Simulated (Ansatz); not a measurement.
Geometry optimisation, UKS revPBE-D4/6-31G* in Ansatz.

The input (input.yaml):

```yaml
crystal:
  periodic: [false, false, false]
  atoms:
    - { symbol: C, position_ang: [-0.6433, 0.7582, -0.8261] }
    - { symbol: Si, position_ang: [0.7531, 0.1231, 0.0738] }
    - { symbol: "N", position_ang: [0.2509, -1.0811, 1.1564] }
    - { symbol: H, position_ang: [-1.139, 0.0313, -1.4018] }
    - { symbol: H, position_ang: [-0.381, 1.5637, -1.5719] }
    - { symbol: H, position_ang: [-1.4156, 1.2765, -0.1573] }
    - { symbol: H, position_ang: [1.7506, -0.5048, -0.8414] }
    - { symbol: H, position_ang: [1.1357, -1.5385, 1.5508] }
    - { symbol: H, position_ang: [-0.2229, -0.6748, 2.0004] }
magnetization:
  spin_polarized: true
  initial_magnetization: 1
basis:
  gaussian: { orbitals: "6-31G*" }
hamiltonian:
  xc: revpbe
  dispersion: d4
relax:
  f_tol: 0.015
  max_steps: 40
output:
  orbitals: {}
```

Run as:

```bash
$ ansatz run input.yaml --threads 1 --pin off --max-ram 2048MiB --backend cpu --events-out ev --progress --plain --runs-dir out
```

**Question.** Where does it end, and by what steps?

**Answer.** The run converged. After 6 steps the energy has fallen by 0.464 eV; Si2 moved furthest, 0.14 Å.

```csv
step,energy less start (eV),largest force component (eV/Å),accepted
0,0.0000,3.506,yes
1,-0.3509,1.429,yes
2,-0.4587,0.184,yes
3,-0.4626,0.102,yes
4,-0.4634,0.059,yes
5,-0.4641,0.036,yes
6,-0.4642,0.009,yes
```

```xyz
9
Properties=species:S:1:pos:R:3
C -0.687 0.825 -0.854
Si 0.863 0.210 0.072
N 0.347 -1.045 1.212
H -1.197 -0.021 -1.348
H -0.407 1.566 -1.623
H -1.402 1.309 -0.166
H 1.787 -0.513 -0.886
H 1.088 -1.615 1.626
H -0.303 -0.762 1.951
```

Run time: 16 s on 1 thread of Intel(R) Xeon(R) 6975P-C (Granite Rapids), with other jobs on the host, peak memory 0.18 GiB.
